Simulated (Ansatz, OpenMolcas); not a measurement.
Worked example: the enthalpy of formation of NF3 (nitrogen trifluoride)

The species is NF3 (4 atoms), meant as a singlet with charge 0. SMILES: `FN(F)F`. Geometry: relaxed at PBE0-D4/def2-TZVP.

Total energies at M06-2X/cc-pVTZ (OpenMolcas 26.06); the atoms run unrestricted:

| species | state | energy (Eh) |
| --- | --- | --- |
| NF3 | singlet | -354.103899 |
| F | doublet | -99.730208 |
| N | quartet | -54.586752 |

Harmonic wavenumbers at PBE0-D4/def2-TZVP, in cm⁻¹: 513, 513, 682, 953, 953, 1092.

Measured heats of formation of the gaseous atoms at 298.15 K, in kJ/mol: F 79.4, N 472.4. Spin-orbit lowering of the atoms at 298 K (mean of the ground term's levels less their thermal mean, from spectra), in kJ/mol: F 1.29. Take 1 Eh = 2625.50 kJ/mol, 1 cm⁻¹ = 0.0119627 kJ/mol, RT = 2.479 kJ/mol.

Work out the heat of formation of the gas at 298 K.


1. Electronic atomisation energy: 3 × (-99.730208) + (-54.586752) − (-354.103899) = 0.326523 Eh = 857.3 kJ/mol.
2. Zero-point energy: half the sum of the wavenumbers, 2353 cm⁻¹ = 28.1 kJ/mol.
3. Thermal vibrational enthalpy, Σ hcν̃/(exp(hcν̃/kT) − 1): 1.7 kJ/mol. Translation, rotation and pV of a non-linear molecule: 4 RT = 9.9 kJ/mol.
4. The 4 free atoms carry 5/2 RT each: 24.8 kJ/mol.
5. Spin-orbit coupling lowers the free atoms by 3 × 1.29 = 3.9 kJ/mol.
6. Atomisation enthalpy at 298 K: 857.3 − 3.9 − 28.1 − 1.7 − 9.9 + 24.8 = 838.5 kJ/mol.
7. Sum of the atoms' heats of formation: 710.6 kJ/mol. Heat of formation: 710.6 − 838.5 = -127.9 kJ/mol.

The tabulated value is -132.1 kJ/mol (NIST-JANAF tables), so this level is off by +4.2 kJ/mol, or 0.5 % of the atomisation enthalpy. Anharmonicity and any spin-orbit splitting of the molecule are left out.
